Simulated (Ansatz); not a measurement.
# CHFSi+ (doublet): wave-function methods side by side, def2-TZVPP

The task here is to estimate one member of a computed series from the others.

The runs use Ansatz 0.2.0, Gaussian basis; def2-TZVPP, core rule «outside noble gas», up to 7 orbitals frozen.

The runs, in order: UHF; ROHF; CCSD(T) on UHF.

2 further runs of the same task are left out: 2 set aside as unsound or not needed.

**What is computed**

The geometry is a PBE0/def2-TZVP stationary point (not a proven minimum) of the parent state, kept for this charge and spin.

4 atoms, charge 1, spin multiplicity 2.

Atoms are counted from 1 here; the program's logs count them from 0.

Bond lengths: F1–C2 1.331 Å, C2–Si3 1.857 Å, C2–H4 1.094 Å. Angles: F1–C2–Si3 123.4°, F1–C2–H4 109.0°, Si3–C2–H4 127.6°.

Set-up of the first run:

in.yaml

```yaml
crystal:
  periodic: [false, false, false]
  atoms:
    - {symbol: F, position_ang: [0.000000, -0.300700, 1.533384]}
    - {symbol: C, position_ang: [0.000000, 0.518965, 0.484561]}
    - {symbol: Si, position_ang: [0.000000, -0.074287, -1.274648]}
    - {symbol: H, position_ang: [0.000000, 1.553738, 0.840684]}
basis:
  gaussian: {orbitals: def2-TZVPP}
total_charge: 1
magnetization: {spin_polarized: true, initial_magnetization: 1}
hamiltonian: {xc: hf}
output: {orbitals: {seedname: orbitals}}
```

Command:

```bash
ansatz run in.yaml --threads 1 --pin off --events-out ev --progress --plain --max-ram 3968MiB --backend cpu
```

Among the steps run: UHF; ROHF; CCSD(T) on UHF.

One table of the session follows, with a row left open; its other results are not shown here.

```
  method  from UCCSD(T) (meV)
    ROHF                    ?
     UHF             +13491.0
    UMP2              +1240.0
   UCCSD               +482.6
UCCSD(T)                    0
```

Estimate the missing values for ROHF.

**Answer.** from UCCSD(T) (meV): +13583.4. In the column «from UCCSD(T) (meV)» it is the highest.
